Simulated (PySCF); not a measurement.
Input of a run (PBE0-D3(BJ)/def2-SVP geometry optimisation, gas phase (PySCF 2.14.0)), started from GFN2-xTB:
```
{"job": {"xc": "PBE0", "basis": "def2-SVP", "d3": "d3bj", "grid": 1, "kind": "geom"}, "charge": 0, "multiplicity": 1}
F     -1.148061    -0.707186    -0.206820
P     -0.002017     0.075887     0.621805
F      1.226903    -0.570246    -0.205903
H     -0.066592     1.206318    -0.231936
```

Output (energies in Eh, forces in Eh/bohr):
```
step   0  E = -541.08102389  max force = 0.018977
step   1  E = -541.07167646  max force = 0.087427
step   2  E = -541.08034001  max force = 0.040300
step   3  E = -541.08315988  max force = 0.002778
step   4  E = -541.08319396  max force = 0.001114
step   5  E = -541.08320413  max force = 0.000405
step   6  E = -541.08320524  max force = 0.000189
optimisation converged
```

Task: Summarise the run.

Result: The energy falls by 5.7 kJ/mol over 7 energy and gradient evaluations, the largest force component goes from 0.0190 to 1.9e-04 Eh/bohr, and the atoms move by 0.045 Å rms after alignment. The bond that changes most is P2–H4 (three-coordinate phosphorus to P–H hydrogen), which lengthens by 0.024 Å. Bonds longer at the end by more than 0.005 Å: 1 of 3; shorter: 2. Among the angles that change most is F1–P2–F3, from 94.8° to 99.4°. The energy rose by more than 1e-6 Eh at step 1.

Task: What are the final bond lengths?

Result: F1–P2 1.609 Å, P2–F3 1.610 Å, P2–H4 1.442 Å. Numbering counts from 1 in the input's order; the species is difluorophosphine (`FPF`).

The run used 51 basis functions and 44 SCF cycles in all. Hardware: an AMD EPYC 9R45 with one thread, on a shared host. Cost: 2.2 s wall, 0.28 GiB resident at most.

PBE0-D3(BJ)/def2-SVP frequencies: not computed here.
